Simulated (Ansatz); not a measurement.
# SiP (doublet): from Hartree-Fock to the top rungs, cc-pVTZ

One table from this session's results is given with a row withheld; the runs are named, their logs left out.

Program: Ansatz 0.2.0, Gaussian basis. Level of theory: cc-pVTZ, core rule «outside noble gas», up to 10 orbitals frozen. These are calculated values, not measurements.

To be run: UHF; CCSD(T) on ROHF; CCSD(T) on UHF; BCCD(T) on ROHF; CISD; CCSDT(Q) on ROHF; CCSDT(Q) on UHF; CASSCF and MRCISD+Q, 9 electrons in 8 orbitals; CASSCF and NEVPT2, 9 electrons in 8 orbitals.

15 further runs of the same task are left out: 9 that didn't finish, 6 set aside as unsound or not needed.

### The system

The geometry is a PBE0/def2-TZVP stationary point (not a proven minimum) of the parent state, kept for this charge and spin.

2 atoms, charge 0, spin multiplicity 2.

Atoms are counted from 1 here; the program's logs count them from 0.

Bond lengths: Si1–P2 2.343 Å.

Coordinates:

| atom | x (Å) | y (Å) | z (Å) |
| --- | --- | --- | --- |
| Si1 | 0.0000 | 0.0000 | 0.0000 |
| P2 | 0.0000 | 0.0000 | 2.3430 |

Set-up of the first run:

The input, in.yaml:

```yaml
crystal:
  periodic: [false, false, false]
  atoms:
    - {symbol: Si, position_ang: [0.000000, 0.000000, 0.000000]}
    - {symbol: P, position_ang: [0.000000, 0.000000, 2.343000]}
basis:
  gaussian: {orbitals: cc-pVTZ}
magnetization: {spin_polarized: true, initial_magnetization: 1}
hamiltonian: {xc: hf}
output: {orbitals: {seedname: orbitals}}
```

Run with:

```
$ ansatz run in.yaml --threads 1 --pin off --events-out ev --progress --plain --max-ram 2393MiB
```

Steps of the session up to this table: UHF; CCSD(T) on ROHF; CCSD(T) on UHF; BCCD(T) on ROHF; CISD; CCSDT(Q) on ROHF; CCSDT(Q) on UHF; CASSCF and MRCISD+Q, 9 electrons in 8 orbitals; CASSCF and NEVPT2, 9 electrons in 8 orbitals.

One table of the session follows, with a row left open; its other results are not shown here.

```
          method  from RCCSDT(Q) (meV)
            ROHF               +7372.0
             UHF               +6670.8
            RMP2               +1350.4
            UMP2               +1859.8
            CISD               +1264.0
           RCCSD                +615.3
           UCCSD                +608.5
        RCCSD(T)                +102.5
        UCCSD(T)                +180.1
         BCCD(T)                     ?
          RCCSDT                 +54.9
          UCCSDT                 +52.3
       RCCSDT(Q)                     0
       UCCSDT(Q)                 -16.4
  CASSCF valence               +5145.1
  NEVPT2 valence               +1194.4
  MRCISD valence                +554.2
MRCISD+Q valence                 +74.7
```

**Question.** Estimate the row for BCCD(T).

The run gave: from RCCSDT(Q) (meV): +110.1. In the column «from RCCSDT(Q) (meV)» it lies between RCCSD(T) (+102.5) and UCCSD(T) (+180.1).

To keep in mind: The determinant is far from a pure spin state, so its energy mixes those of several spin states (harmless only where they are near-degenerate, as at dissociation). Restricted and unrestricted rows rest on different reference determinants; where their highest levels disagree by more than a few hundredths of an eV, they describe different states and don't form one ladder.
